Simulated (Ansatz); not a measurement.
C$_{2}$H$_{3}$FO (`CC(=O)F`), relaxed with RKS PBE0-D4/def2-TZVP in Ansatz from a GFN2-xTB geometry. The force threshold is 0.005 eV/Å; the program also tests the step.

The species carries charge 0 and has multiplicity 1.

Start:

```xyz
7

C     0.274    0.596   -0.079
C    -0.211   -0.793    0.119
O     0.373   -1.783    0.372
F    -1.571   -0.843   -0.030
H     1.357    0.627   -0.004
H    -0.050    0.956   -1.054
H    -0.172    1.240    0.677
```

```tsv
step	energy (eV)	largest force (eV/Å)	largest move (Å)
1	-6882.8250	0.675	0.000
2	-6882.8291	0.460	0.004
3	-6882.8320	0.023	0.009
4 (rejected)	-6882.8320	0.058	0.004
5	-6882.8321	0.004	0.002
```

End:

```xyz
7

C     0.272    0.593   -0.079
C    -0.223   -0.795    0.118
O     0.383   -1.776    0.364
F    -1.567   -0.843   -0.021
H     1.356    0.616    0.003
H    -0.045    0.959   -1.057
H    -0.177    1.246    0.673
```

Run time 8 s (2 threads of a server CPU on a shared host); peak host memory 0.25 GiB.
